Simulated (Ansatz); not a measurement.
Li3H6⁻, 9 atoms. Hardware: 4 threads of Arm Neoverse V2 on a shared host.

Correlated methods freeze no core orbitals; core or outer-core shells of Li are correlated, in sets that lack core-valence functions.

Problem. How many basis functions does each of these Ansatz runs have, and roughly what does it cost? HSE06-D4/def2-TZVPD, charge -1 singlet, energy, from earlier orbitals; PBE-D4/def2-TZVPD, charge -1 triplet, energy, from earlier orbitals; MP2/def2-TZVPD, charge -1 quintet, energy, from earlier orbitals; r2SCAN-D4/def2-TZVPD, charge 0 doublet at the geometry of the charge -1 singlet, energy, from earlier orbitals; r2SCAN-D4/def2-TZVPD, charge -1 quintet, energy, from earlier orbitals; PBE-D4/def2-TZVPD, charge -1 quintet, energy, from earlier orbitals; PBE0-D4/def2-TZVPD, charge -1 unrestricted singlet, energy, from earlier orbitals; LC-ωPBE (ω = 0.10 bohr⁻¹)/def2-TZVPD, charge 0 doublet at the geometry of the charge -1 singlet, energy, from earlier orbitals; LC-ωPBE (ω = 0.30 bohr⁻¹)/def2-TZVPD, charge -1 triplet, energy, from earlier orbitals; r2SCAN-D4/def2-TZVPD, charge -1 triplet, energy, from earlier orbitals; BLYP-D4/def2-TZVPD, charge -1 quintet, energy, from earlier orbitals; HF/STO-3G, charge -1 singlet, energy.

Solution. Other jobs shared the machine, so times can vary by a factor of up to 3. A dash marks memory too small to be measured apart from the calling script's.

| run | functions | fitting or Cholesky vectors | wall time | peak host memory (GiB) |
| --- | --- | --- | --- | --- |
| HF/STO-3G, charge -1 singlet, energy | 21 | 245 | 0.05 s | – |
| MP2/def2-TZVPD, charge -1 quintet, energy, from earlier orbitals | 105 | 1029 | 0.35 s | – |
| HSE06-D4/def2-TZVPD, charge -1 singlet, energy, from earlier orbitals | 105 | 801 | 0.6 s | – |
| BLYP-D4/def2-TZVPD, charge -1 quintet, energy, from earlier orbitals | 105 | 801 | 0.9 s | – |
| PBE-D4/def2-TZVPD, charge -1 quintet, energy, from earlier orbitals | 105 | 801 | 0.9 s | – |
| PBE-D4/def2-TZVPD, charge -1 triplet, energy, from earlier orbitals | 105 | 801 | 0.95 s | – |
| LC-ωPBE (ω = 0.30 bohr⁻¹)/def2-TZVPD, charge -1 triplet, energy, from earlier orbitals | 105 | 801 | 1.1 s | – |
| PBE0-D4/def2-TZVPD, charge -1 unrestricted singlet, energy, from earlier orbitals | 105 | 801 | 1.1 s | – |
| LC-ωPBE (ω = 0.10 bohr⁻¹)/def2-TZVPD, charge 0 doublet at the geometry of the charge -1 singlet, energy, from earlier orbitals | 105 | 801 | 1.5 s | – |
| r2SCAN-D4/def2-TZVPD, charge -1 triplet, energy, from earlier orbitals | 105 | 801 | 1.6 s | – |
| r2SCAN-D4/def2-TZVPD, charge -1 quintet, energy, from earlier orbitals | 105 | 801 | 1.7 s | – |
| r2SCAN-D4/def2-TZVPD, charge 0 doublet at the geometry of the charge -1 singlet, energy, from earlier orbitals | 105 | 801 | 1.8 s | – |
